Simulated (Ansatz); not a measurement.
# AlO+ (triplet): the correlation ladder at distance Al1–O2 = 5.869 Å, 6-31G

How much of the correlation energy of AlO+ (triplet) does each wave-function method recover here?

The runs use Ansatz 0.2.0, Gaussian basis; 6-31G, core rule «outside noble gas», up to 6 orbitals frozen.

The runs, in order: UHF; CCSD(T) on ROHF; CCSD(T) on UHF; BCCD(T) on ROHF; CISD; CCSDT(Q) on ROHF; CCSDT(Q) on UHF; CISDTQ; CCSDTQ on ROHF; CCSDTQ on UHF; CASSCF and MRCISD+Q, 4 electrons in 4 orbitals; CASSCF and NEVPT2, 4 electrons in 4 orbitals; CASSCF and MRCISD+Q, 8 electrons in 8 orbitals; CASSCF and MRCISD+Q(relaxed), 8 electrons in 8 orbitals; CASSCF and NEVPT2, 8 electrons in 8 orbitals; Full CI.

38 further runs of the same task are left out: 18 for a known fault of the program, 17 that didn't finish, 3 set aside as unsound or not needed.

## 1. The geometry

The geometry derives from a PBE0/def2-TZVP stationary point (not a proven minimum). One bond is set to the value named and the two fragments are kept rigid.

2 atoms, charge 1, spin multiplicity 3.

Atoms are counted from 1 here; the program's logs count them from 0.

No contacts short enough for the rule that draws bonds.

As a file:

```xyz
2
AlO
Al    0.0000    0.0000    0.0000
O     0.0000    0.0000    5.8690
```

## 2. UHF

in.yaml

```yaml
crystal:
  periodic: [false, false, false]
  atoms:
    - {symbol: Al, position_ang: [0.000000, 0.000000, 0.000000]}
    - {symbol: O, position_ang: [0.000000, 0.000000, 5.869000]}
basis:
  gaussian: {orbitals: 6-31G}
total_charge: 1
magnetization: {spin_polarized: true, initial_magnetization: 2}
hamiltonian: {xc: hf}
output: {orbitals: {seedname: orbitals}}
```

The run is started by

```bash
ansatz run in.yaml --threads 1 --pin off --events-out ev --progress --plain --max-ram 2393MiB
```

The runs that follow: CCSD(T) on ROHF; CCSD(T) on UHF; BCCD(T) on ROHF; CISD; CCSDT(Q) on ROHF; CCSDT(Q) on UHF; CISDTQ; CCSDTQ on ROHF; CCSDTQ on UHF; CASSCF and MRCISD+Q, 4 electrons in 4 orbitals; CASSCF and NEVPT2, 4 electrons in 4 orbitals; CASSCF and MRCISD+Q, 8 electrons in 8 orbitals; CASSCF and MRCISD+Q(relaxed), 8 electrons in 8 orbitals; CASSCF and NEVPT2, 8 electrons in 8 orbitals; Full CI.

**Question.** What will the summary of the whole plan be? Wanted: FCI below the RHF energy; RMP2 from FCI; UMP2 from FCI; RCCSD from FCI; RCCSD(T) from FCI; UCCSD(T) from FCI; RCCSDT(Q) from FCI; UCCSDT(Q) from FCI; NEVPT2 pair from FCI.

The runs gave:

| quantity | value |
| --- | --- |
| FCI below the RHF energy | -2.6659 eV |
| RMP2 from FCI | +688.4 meV |
| UMP2 from FCI | +669.1 meV |
| RCCSD from FCI | +11.9 meV |
| RCCSD(T) from FCI | +2.5 meV |
| UCCSD(T) from FCI | +1.5 meV |
| RCCSDT(Q) from FCI | 0.0 meV |
| UCCSDT(Q) from FCI | -1.0 meV |
| NEVPT2 pair from FCI | +656.6 meV |
| MRCISD+Q pair from FCI | -6.9 meV |
| NEVPT2 valence from FCI | +479.4 meV |
| levels within 1 kcal/mol (43 meV) | RCCSD, UCCSD, RCCSD(T), UCCSD(T), BCCD(T), RCCSDT, UCCSDT, CISDTQ, RCCSDT(Q), UCCSDT(Q), RCCSDTQ, UCCSDTQ, MRCISD+Q pair, MRCISD valence, MRCISD+Q valence, MRCISD+Q(relaxed) valence |
| T1 diagnostic | 0.010 |
| effectively unpaired electrons | 2.07 |

In words: RCCSD(T) misses by +2.5 meV, 0.1 % of the correlation energy. MRCISD+Q pair falls below full CI: the +Q correction isn't variational, and the cores differ from full CI's. One determinant dominates. Of the multireference levels listed MRCISD+Q(relaxed) valence comes nearest in total energy (+2.9 meV), which doesn't show that its space is the better one. These misses are within one basis, not against nature; the frozen cores of restricted and unrestricted runs differ, which can shift their rows.
